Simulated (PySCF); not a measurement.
The isolated species `C=CC=C=O` is ionised with synchrotron light (hν = 2400.0 eV). Calculated photoelectron kinetic energies of its computed core levels, recoil neglected:

```tsv
line	kinetic energy (eV)
1	2110.13
2	2108.87
3	2108.76
4	2105.94
5	1860.13
```

Method: delta-SCF UKS SCAN, pcX-2 on the ionised atom, pcseg-1 elsewhere, spin-free X2C (PySCF 2.14.0).

Convert to binding energies and name the level and atom behind each line. Numbering: `[CH2:1]=[CH:2][CH:3]=[C:4]=[O:5]`.

Against the vacuum level, binding energy = hν − kinetic energy.

| line | binding energy (eV) | level | atoms | environment |
| --- | --- | --- | --- | --- |
| 1 | 289.87 | C 1s | C1 | terminal =CH2 carbon |
| 2 | 291.13 | C 1s | C2 | alkene CH carbon |
| 3 | 291.24 | C 1s | C3 | outer carbon of cumulated double bonds |
| 4 | 294.06 | C 1s | C4 | central carbon of a ketene |
| 5 | 539.87 | O 1s | O5 | oxygen bonded to C |

Where does line 1 move with hν = 1253.6 eV?

To 1253.6 − 289.87 = 963.73 eV; every photoline shifts by the change in photon energy, -1146.4 eV.

Lowest listed C 1s: C1, bonded to C (double bond) and 2 H. Highest, 4.19 eV above it: C4, bonded to O (double bond) and C (double bond). The widest gap between neighbouring values is 2.82 eV, between 291.24 and 294.06 eV. Summing the Pauling electronegativity differences to the bonded atoms, each weighted by its formal bond order, gives -0.70 for the lowest site and +1.78 for the highest; no listed site has a larger sum than the highest.

Which photon wavelength matches the C 1s of C2 threshold?

λ = hc/E = 12398.42 eV Å / 291.13 eV = 42.587 Å.

Other core shells, valence and Auger electrons aren't listed. Spin contamination (⟨S²⟩ against 0.75 for a pure doublet) is marked for C 1s of C2 (0.87) and C 1s of C4 (0.92), which makes these values less certain. Isolated species at its PBE0-D3(BJ)/def2-SVP geometry (one conformer only).

The run took 29 s on one thread of an Arm Neoverse V1, on a shared host.

The values belong to the conformer `[CH2:1]=[CH:2][CH:3]=[C:4]=[O:5]`: C1–C2–C3–C4 180°.
